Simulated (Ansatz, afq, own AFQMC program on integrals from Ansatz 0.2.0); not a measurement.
**CH3N, quintet in cc-pVDZ, levels against CCSDT(Q)**

| atom | x (Å) | y (Å) | z (Å) |
| --- | --- | --- | --- |
| N | -0.1361 | 0.0000 | 0.6653 |
| C | 0.1131 | 0.0000 | -0.6766 |
| H | 0.7075 | 0.0000 | 1.2483 |
| H | -0.0823 | 0.9269 | -1.2151 |
| H | -0.0823 | -0.9269 | -1.2151 |

Connectivity, by distances: NH–CH2.

Basis cc-pVDZ. Noble-gas cores (and the filled d shells of Ga–Kr and In–Xe) are frozen. Ansatz 0.2.0 and our own AFQMC program on the same integrals; the CISD trial comes from CCSD amplitudes, and released means the phaseless constraint is let go. Uncertainties: one standard error, sampling alone.

Determinant: UHF, the one that the program's search chose, which needn't be the lowest solution. The geometry is a PBE0/def2-TZVP stationary point of this or a neighbouring charge and spin state.

No full CI on the walks' own integrals is used here; CCSDT(Q) serves as the reference and is uncertain by about the last step of the cluster series.

Cautions: another spin lies lower (by 8.91 eV).

- T1 diagnostic: 0.0172
- weight of the determinant in the CISD state: 0.907
- ⟨S²⟩ of the determinant: 6.012
- size of the correlated space: 12 electrons in 41 orbitals

| level | correlation energy (eV) |
| --- | --- |
| MP2 | -5.8143 |
| CCSD | -6.7707 |
| CCSD(T) | -6.9167 |

(1) Estimate where phaseless AFQMC with a CISD trial lies against CCSD(T) on the same integrals.

(1) 1.08 ± 0.16 mEh below CCSD(T).

Reference: CCSDT(Q), correlation energy -6.946 eV. The released energy is read at 2.40 1/Eh (meV from the phaseless value at times in 1/Eh: -1.7 ± 1.9 at 0.24, -2.1 ± 2.0 at 0.51, -4.8 ± 1.9 at 0.99, -6 ± 3 at 1.62, -0.7 ± 2.4 at 2.40).

```tsv
level	E − E(reference) (mEh)	share of correlation (%)
CCSD(T)	1.09	99.57
CCSDT	0.27	99.89
ph-AFQMC/CISD	0.01 ± 0.16	100.00
released AFQMC	-0.02 ± 0.09	100.01
```

A walk keeps the symmetry of its determinant, which the program's search chose and which needn't be the lowest solution, so a lower state of the same spin and another symmetry isn't excluded. Released energies are given only where the last usable release times agree within the noise; a slower fall can still hide under it.
